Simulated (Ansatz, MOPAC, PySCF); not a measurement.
System: C$_{2}$H$_{7}$S (charge +1, singlet). SMILES: CC[SH2+]
Geometry: optimised at B3LYP-D3(BJ)/def2-TZVP (Ansatz, a first-principles code).

Unscaled harmonic wavenumbers (cm⁻¹) in rising order, each level at the stationary point that it reaches from this structure (no distance between atoms moves by over 0.3 Å); the order of modes can differ between levels, and a negative number is imaginary. B3LYP-D3(BJ)/def2-TZVP (PySCF, at the structure above): 170, 245, 284, 560, 724, 797, 837, 964, 1097, 1123, 1201, 1272, 1310, 1429, 1470, 1488, 1495, 2617, 2628, 3051, 3083, 3121, 3125, 3156.

PM7 (MOPAC): 96, 182, 302, 639, 755, 818, 894, 1045, 1054, 1102, 1137, 1155, 1220, 1260, 1261, 1276, 1382, 2488, 2489, 2579, 2625, 2656, 2678, 2765. Zero-point energy 48.4 against 53.2 kcal/mol; where all levels lie over 400 cm⁻¹, the wavenumbers are on average 0.943 times those of B3LYP-D3(BJ)/def2-TZVP.

HF/3-21G (Ansatz): 151, 264, 305, 475, 731, 808, 891, 992, 1181, 1208, 1335, 1382, 1426, 1592, 1603, 1648, 1653, 2626, 2640, 3211, 3276, 3293, 3306, 3379. Zero-point energy 56.3 against 53.2 kcal/mol; where all levels lie over 400 cm⁻¹, the wavenumbers are on average 1.054 times those of B3LYP-D3(BJ)/def2-TZVP.

HF/6-31G* (Ansatz): 178, 261, 311, 605, 789, 882, 907, 1029, 1202, 1234, 1370, 1389, 1450, 1571, 1610, 1628, 1632, 2916, 2922, 3230, 3285, 3309, 3315, 3362. Zero-point energy 57.7 against 53.2 kcal/mol; where all levels lie over 400 cm⁻¹, the wavenumbers are on average 1.090 times those of B3LYP-D3(BJ)/def2-TZVP.

B3LYP/6-31G* (Ansatz): 167, 253, 282, 545, 731, 799, 841, 966, 1111, 1135, 1248, 1284, 1331, 1448, 1494, 1513, 1518, 2659, 2673, 3071, 3111, 3144, 3153, 3185. Zero-point energy 53.8 against 53.2 kcal/mol; where all levels lie over 400 cm⁻¹, the wavenumbers are on average 1.010 times those of B3LYP-D3(BJ)/def2-TZVP.
